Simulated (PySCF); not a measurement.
Run record: EPR job, phenyl (`[c]1ccccc1`).

Computed with UKS B3LYP, IGLO-III on C, pcH-1 on H, non-relativistic, mean-field spin-orbit, GIAO (PySCF 2.14.0). Geometry: PBE0-D3(BJ)/def2-SVP. A driver script takes a list of jobs; this job's settings line and coordinates (Å) are shown.

Input:
```
{"job": {"kind": "epr"}, "charge": 0, "multiplicity": 2}
C     -1.510888     0.379195     0.017225
C     -0.605490     1.415720     0.005850
C      0.750873     1.062351    -0.013850
C      1.127545    -0.281758    -0.021040
C      0.162566    -1.290189    -0.008837
C     -1.200065    -0.961667     0.010951
H     -0.914802     2.464308     0.011658
H      1.514166     1.845412    -0.023642
H      2.187232    -0.546717    -0.036444
H      0.466730    -2.340594    -0.014607
H     -1.967026    -1.740712     0.020804
```

Output:
```
UKS, coarse grid
  cycle   1  E = -231.61247666  |g| = 2.53e-01
  cycle   2  E = -231.60564850  |g| = 2.85e-01
  cycle   3  E = -231.64833195  |g| = 3.93e-02
  cycle   4  E = -231.64846520  |g| = 3.70e-02
  cycle   5  E = -231.64929079  |g| = 6.48e-03
  cycle   6  E = -231.64932430  |g| = 2.29e-03
  cycle   7  E = -231.64933340  |g| = 1.85e-03
  cycle   8  E = -231.64933863  |g| = 6.40e-04
UKS, final grid
  cycle   1  E = -231.64930409  |g| = 5.06e-04
  cycle   2  E = -231.64930461  |g| = 5.31e-04
  cycle   3  E = -231.64930484  |g| = 2.42e-04
  cycle   4  E = -231.64930516  |g| = 1.07e-04
  cycle   5  E = -231.64930517  |g| = 2.51e-05
E = -231.64930517 Eh   <S^2> = 0.7573 (exact 0.7500)
g shifts (ppm)      1          2          3
  rmc          -161       -161       -161
  gc             30         11        -11
  oz_so        -660        -42        878
  total        -791       -192        706
hyperfine (MHz)  atom isotope    a_iso     a_fc   dipolar eigenvalues
    0   13C     379.10     379.10    -77.56    -60.56    138.12
    1   13C      14.30      14.30    -13.84     -2.29     16.13
    2   13C      47.30      47.30     -6.18     -1.90      8.08
    3   13C      -6.42      -6.42     -6.33      2.23      4.10
    4   13C      47.26      47.26     -6.18     -1.90      8.07
    5   13C      14.37      14.37    -13.83     -2.28     16.11
    6    1H      54.01      54.01     -6.52     -5.67     12.19
    7    1H      17.66      17.66     -3.00     -2.23      5.23
    8    1H       5.80       5.80     -1.58      0.37      1.21
    9    1H      17.54      17.54     -3.00     -2.23      5.23
   10    1H      54.12      54.12     -6.52     -5.67     12.19
```

rmc, gc and oz_so are the mass-correction, gauge-correction and orbital-Zeeman/spin–orbit parts of the g shift along its three principal axes; a_iso is the isotropic hyperfine coupling and a_fc its Fermi-contact part. Atoms in this output count from 0.

Q: How far is ⟨S²⟩ from the pure-spin value?

A: S = 0.5 gives S(S+1) = 0.75; the run has 0.7573, 0.0073 more.

Q: Get g_iso from the total shifts.

A: Their mean is -93 ppm; added to g_e = 2.002319 it gives 2.00223.

In short: ⟨S²⟩ 0.757; g_iso 2.0022.

Geometry: PBE0-D3(BJ)/def2-SVP; no solvent, vibrations or thermal averaging.

Time: 35 s. Hardware: Arm Neoverse V2, one thread, shared host.
Labels such as C1 count atoms from 1, the log's own numbers from 0.
